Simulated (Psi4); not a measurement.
# quartet CH2NSi at 3 levels

Wanted: a comparison of 3 runs (UPBE/def2-SVPD, USVWN5/def2-SVPD, UCCSD(T)/def2-SVPD) of quartet CH2NSi. 

Program for the calculation: Psi4 1.11.

### 1 The molecule

CH2NSi has 5 atoms, charge 0, and is taken as a quartet. As SMILES of the parent species, `N#C[SiH2]`. The coordinates come from a PBE0-D4/def2-TZVP relaxation. That shape belongs to the parent species and isn't relaxed for this state.

Bond lengths: N1–C2 1.155 Å, C2–Si3 1.830 Å, Si3–H4 1.480 Å, Si3–H5 1.480 Å. Angles: N1–C2–Si3 175.8°, C2–Si3–H4 109.4°, C2–Si3–H5 109.4°, H4–Si3–H5 114.2°.

### 2 Energy and gradient at UPBE/def2-SVPD (run 1)

Contents of run.py:

```python
import numpy as np
from ase.calculators.psi4 import Psi4
from ase import Atoms

atoms = Atoms(['N', 'C', 'Si', 'H', 'H'], positions=[
    [1.041800, -1.219200, 1.572300],
    [0.565900, -0.625200, 0.703900],
    [-0.092000, 0.267800, -0.751900],
    [-1.455400, -0.223000, -1.053700],
    [-0.010400, 1.726000, -0.511800],
])
calc = Psi4(atoms=atoms, method='pbe', basis='def2-SVPD', memory='1600MB', num_threads=1, charge=0, multiplicity=4, label='calc', reference='uks')
calc.psi4.set_options({'puream': True, 'e_convergence': 1e-09, 'd_convergence': 1e-08, 'scf_type': 'pk', 'dft_radial_points': 99, 'dft_spherical_points': 590, 'maxiter': 200})
atoms.calc = calc

forces = atoms.get_forces()
print(f'energy: {atoms.get_potential_energy():.6f} eV')
print('forces / eV A^-1')
print(np.round(forces, 5))
```

Launch:

```
$ python run.py
```

calc.dat:

```text
[...]
  Running in c1 symmetry.
[...]
  Nuclear repulsion =   75.458273849952803
[...]
  Multiplicity = 4
[...]
  Nalpha       = 16
  Nbeta        = 13
[...]
    Number of basis functions: 80
[...]
   @UKS iter   1:  -382.20158584804477    3.66705e-01   1.15950e-02 ADIIS/DIIS
[...]
   @UKS iter  16:  -382.84017227660473   -1.76215e-12   6.43939e-09 DIIS
[...]
   @S^2 Observed:                3.755283280E+00
[...]
  @UKS Final Energy:  -382.84017227660473
   => Energetics <=
    Nuclear Repulsion Energy =             75.4582738499528034
    One-Electron Energy =                -676.0786142389019915
    Two-Electron Energy =                 251.3867387819636576
    DFT Exchange-Correlation Energy =     -33.6065706696191810
    Empirical Dispersion Energy =           0.0000000000000000
    VV10 Nonlocal Energy =                  0.0000000000000000
    Total Energy =                       -382.8401722766047328
[...]
  -Total Gradient:
     Atom            X                  Y                   Z
    ------   -----------------  -----------------  -----------------
       1       -0.117570491292     0.147554029175    -0.217566875266
       2        0.120880795138    -0.154492683321     0.233812191679
       3       -0.026473474734     0.026371404269    -0.024278683495
       4        0.017073776024    -0.002290198059     0.006070532386
       5        0.006089047403    -0.017142088995     0.001961998971
[...]
```

On the terminal:

```text
Memory set to   1.490 GiB by Python driver.
  Threads set to 1 by Python driver.

  Memory set to   1.490 GiB by Python driver.
  Threads set to 1 by Python driver.
energy: -10417.611713 eV
forces / eV A^-1
[[  6.04572  -7.58753  11.18774]
 [ -6.21594   7.94433 -12.02311]
 [  1.36132  -1.35607   1.24846]
 [ -0.87797   0.11777  -0.31216]
 [ -0.31311   0.88148  -0.10089]]
```

Wall time 18 s (1 thread of Intel Xeon 6975P-C (Granite Rapids), shared host); peak memory 0.89 GiB.

### 3 The energy at USVWN5/def2-SVPD (run 2)

Contents of calc.dat:

```
memory 1600 MB

molecule mol {
  0 4
  N      1.041800    -1.219200     1.572300
  C      0.565900    -0.625200     0.703900
  Si    -0.092000     0.267800    -0.751900
  H     -1.455400    -0.223000    -1.053700
  H     -0.010400     1.726000    -0.511800
  symmetry c1
  no_reorient
  no_com
}

set basis def2-SVPD
set reference uks
set puream true
set e_convergence 1e-09
set d_convergence 1e-08
set scf_type pk
set dft_radial_points 99
set dft_spherical_points 590
set maxiter 200

E = energy("scf", dft_functional={"name": "SVWN5", "x_functionals": {"LDA_X": {}}, "c_functionals": {"LDA_C_VWN": {}}})
print_variables()
```

Launch:

```
$ psi4 -n 1 calc.dat calc.out
```

calc.out:

```text
[...]
  Running in c1 symmetry.
[...]
  Nuclear repulsion =   75.458273849952803
[...]
  Multiplicity = 4
[...]
  Nalpha       = 16
  Nbeta        = 13
[...]
    Number of basis functions: 80
[...]
   @UKS iter   1:  -380.47823948623989    4.10400e-01   1.17769e-02 DIIS/ADIIS
[...]
   @UKS iter  17:  -381.12506487436195   -2.84217e-13   3.44521e-09 DIIS
[...]
   @S^2 Observed:                3.753126440E+00
[...]
  @UKS Final Energy:  -381.12506487436195
   => Energetics <=
    Nuclear Repulsion Energy =             75.4582738499528034
    One-Electron Energy =                -675.9705510846742982
    Two-Electron Energy =                 251.2253801510144626
    DFT Exchange-Correlation Energy =     -31.8381677906548894
    Empirical Dispersion Energy =           0.0000000000000000
    VV10 Nonlocal Energy =                  0.0000000000000000
    Total Energy =                       -381.1250648743619536
[...]
 Multipole Moments:
 ------------------------------------------------------------------------------------
     Multipole            Electronic (a.u.)      Nuclear  (a.u.)        Total (a.u.)
 ------------------------------------------------------------------------------------
 L = 1.  Multiply by 2.5417464519 to convert [e a0] to [Debye]
 Dipole X            :        -15.5446895           14.9934650           -0.5512245
 Dipole Y            :         13.9560702          -13.2911997            0.6648704
 Dipole Z            :         -6.8523010            5.9288267           -0.9234743
 Magnitude           :                                                    1.2643994
[...]
```

Wall time 11 s (1 thread of Intel Xeon 6975P-C (Granite Rapids), shared host); peak memory 0.44 GiB.

### 4 The energy at UCCSD(T)/def2-SVPD (run 3)

Contents of calc.dat:

```
memory 1600 mb

molecule system {
  0 4
  N      1.96871668    -2.30395409     2.97121639
  C      1.06939601    -1.18145677     1.33017822
  Si    -0.17385480     0.50606866    -1.42088507
  H     -2.75030740    -0.42140893    -1.99120442
  H     -0.01965315     3.26166729    -0.96716183
  units bohr
  symmetry c1
}

set globals {
  basis def2-SVPD
  reference uhf
  puream true
  e_convergence 1e-09
  d_convergence 1e-08
  scf_type pk
  num_frozen_docc 7
  maxiter 200
}

energy("ccsd(t)")
print_variables()
```

Launch:

```
$ psi4 -i calc.dat -o calc.out -n 1
```

calc.out:

```text
[...]
  Running in c1 symmetry.
[...]
  Nuclear repulsion =   75.458273848250684
[...]
  Multiplicity = 4
[...]
  Nalpha       = 16
  Nbeta        = 13
[...]
    Number of basis functions: 80
[...]
   @UHF iter   1:  -381.65700863092104   -5.14398e-01   6.67570e-03 DIIS/ADIIS
[...]
   @UHF iter  25:  -382.02581061523762   -3.24576e-11   4.77998e-09 DIIS
[...]
   @S^2 Observed:                3.787249237E+00
[...]
  @UHF Final Energy:  -382.02581061523762
   => Energetics <=
    Nuclear Repulsion Energy =             75.4582738482506841
    One-Electron Energy =                -675.7337002817894245
    Two-Electron Energy =                 218.2496158183011516
    Total Energy =                       -382.0258106152376172
  UHF NO Occupations:
  HONO-2 :   14  A 1.0000000
  HONO-1 :   15  A 1.0000000
[...]
 Multipole Moments:
 ------------------------------------------------------------------------------------
     Multipole            Electronic (a.u.)      Nuclear  (a.u.)        Total (a.u.)
 ------------------------------------------------------------------------------------
 L = 1.  Multiply by 2.5417464519 to convert [e a0] to [Debye]
 Dipole X            :          1.5968906           -1.9652287           -0.3683380
 Dipole Y            :         -1.4749924            1.9449222            0.4699299
 Dipole Z            :          1.0461987           -1.7540713           -0.7078726
 Magnitude           :                                                    0.9260619
[...]
      * MP2 total energy                      = -382.327626601279405
[...]
      * CCSD total energy                     = -382.375099773437341
[...]
      * CCSD(T) total energy                     = -382.388645901376549
[...]
```

Run time: 37 s. Hardware: 1 thread of Intel Xeon 6975P-C (Granite Rapids), shared host; peak memory 0.53 GiB.

### 5 The series

```
run               level      task  frozen core orbitals  energy (Eh)  dipole moment (D)  HOMO energy (eV)   ⟨S²⟩  wall time
  1      UPBE/def2-SVPD  gradient                     0  -382.840172               2.69             -2.82  3.755       18 s
  2    USVWN5/def2-SVPD    energy                     0  -381.125065               3.21             -2.72  3.753       11 s
  3  UCCSD(T)/def2-SVPD    energy                     7  -382.388646                  –             -7.61  3.787       37 s
```

### 6 Summary of results

| quantity | value |
| --- | --- |
| run 3: total energy | -382.38865 Eh |
| run 3: HOMO energy (Hartree–Fock orbitals) (highest over α and β) | -7.61 eV |
| run 3: LUMO energy (Hartree–Fock orbitals) (lowest over α and β) | -0.72 eV |
| run 3: correlation energy (7 core orbitals frozen) | -362.8 mEh |
| run 3: (T) correction | -13.55 mEh |
| run 3: ⟨S²⟩ of the reference determinant | 3.787 |
| run 3: T1 diagnostic | 0.033 |

What this shows: Totals of different functionals can't be ranked against each other. All runs together took 65 s, the longest 37 s.
